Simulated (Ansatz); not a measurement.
## Molecular dynamics, step by step

CH$_{7}$FN (SMILES [NH4+].CF) (charge +1), closed shell, BHLYP-D4/def2-SVP (Ansatz 0.2.0). Settings (timestep in fs, temperature in K; T counts 24 degrees of freedom):

```yaml
hamiltonian: {xc: {name: BHLYP}, dispersion: d4}
md: {n_steps: 80, timestep: 0.25, temperature: 700, ensemble: nve, seed: 108, initial_velocities: maxwell_boltzmann}
```

Start (the SMILES describes the start alone):

```xyz
10
angstrom
N 0.0363 0.0056 -1.9444
H 0.0145 0.0271 -0.9009
H -0.5770 -0.7315 -2.2945
H 0.9888 -0.1646 -2.2699
H -0.2840 0.9067 -2.3029
C -0.0329 -0.0401 2.0261
F -0.0733 0.4198 0.6838
H -0.1227 0.8381 2.6608
H 0.9210 -0.5417 2.1750
H -0.8709 -0.7194 2.1671
```

```tsv
step	time (fs)	potential energy less the start (meV)	kinetic energy (meV)	T (K)
0	0.00	0.0	723.9	700
5	1.25	99.9	624.3	604
10	2.50	262.9	461.7	447
15	3.75	352.6	371.9	360
20	5.00	388.3	336.0	325
25	6.25	421.0	303.4	293
30	7.50	420.8	303.8	294
35	8.75	322.6	401.9	389
40	10.00	204.7	519.4	502
45	11.25	191.9	532.3	515
50	12.50	246.1	478.3	463
55	13.75	300.2	424.2	410
60	15.00	322.4	402.0	389
65	16.25	315.1	409.2	396
70	17.50	312.9	411.5	398
75	18.75	279.2	445.3	431
80	20.00	188.0	536.2	519
```

Step 10, positions (Å) and forces (eV/Å):

```
atom       x       y       z      Fx      Fy      Fz
  N1   0.052   0.006  -1.946  -2.298   0.685   1.967
  H2  -0.039   0.112  -0.859   0.742  -0.467  -1.364
  H3  -0.586  -0.713  -2.262   0.156  -0.690  -0.026
  H4   0.963  -0.107  -2.324   1.237  -0.229  -0.190
  H5  -0.377   0.845  -2.312   0.203   0.672  -0.300
  C6  -0.040  -0.044   2.056   0.843   0.098  -1.094
  F7  -0.074   0.416   0.667  -0.096  -0.488   0.917
  H8  -0.038   0.911   2.620  -0.254  -0.957  -0.023
  H9   0.934  -0.598   2.164  -1.073   0.615   0.015
 H10  -0.907  -0.727   2.190   0.540   0.761   0.098
```

Step 15, positions (Å) and forces (eV/Å):

```csv
atom,x,y,z,Fx,Fy,Fz
N1,0.057,0.007,-1.944,-2.283,1.023,1.233
H2,-0.052,0.146,-0.865,0.953,-0.606,-1.192
H3,-0.588,-0.717,-2.246,0.386,-0.735,0.055
H4,0.973,-0.083,-2.355,0.493,-0.146,0.188
H5,-0.420,0.827,-2.322,0.505,0.414,-0.198
C6,-0.042,-0.046,2.068,0.982,0.395,-1.550
F7,-0.074,0.414,0.660,-0.141,-0.607,1.142
H8,0.000,0.929,2.600,-0.375,-1.093,0.100
H9,0.920,-0.615,2.159,-0.951,0.573,0.073
H10,-0.915,-0.716,2.204,0.432,0.782,0.149
```

Step 40, positions (Å) and forces (eV/Å):

| atom | x | y | z | Fx | Fy | Fz |
| --- | --- | --- | --- | --- | --- | --- |
| N1 | 0.051 | 0.027 | -1.943 | -1.154 | -0.262 | -0.322 |
| H2 | 0.081 | 0.207 | -0.928 | 0.186 | -0.113 | 0.519 |
| H3 | -0.461 | -0.841 | -2.129 | 0.351 | 0.037 | 0.126 |
| H4 | 0.955 | 0.014 | -2.374 | 0.836 | -0.185 | -0.176 |
| H5 | -0.485 | 0.763 | -2.382 | -0.220 | 0.478 | -0.144 |
| C6 | -0.041 | -0.040 | 2.090 | 0.138 | 0.497 | -2.633 |
| F7 | -0.078 | 0.394 | 0.641 | -0.165 | -0.811 | 2.048 |
| H8 | 0.103 | 0.891 | 2.593 | -0.078 | 0.469 | 0.615 |
| H9 | 0.820 | -0.684 | 2.165 | 0.283 | -0.241 | 0.074 |
| H10 | -0.966 | -0.558 | 2.315 | -0.177 | 0.130 | -0.107 |

Last step (80):

N1  (0.045, 0.054, -1.951)
H2  (0.203, 0.290, -0.981)
H3  (-0.192, -0.931, -1.963)
H4  (0.937, 0.116, -2.386)
H5  (-0.616, 0.668, -2.400)
C6  (-0.030, 0.010, 2.018)
F7  (-0.088, 0.336, 0.686)
H8  (0.244, 0.830, 2.643)
H9  (0.650, -0.804, 2.168)
H10  (-1.026, -0.258, 2.312)
(Å)

Hardware: 4 CPU threads of an Arm Neoverse V2, shared host. Wall time about 39 s.
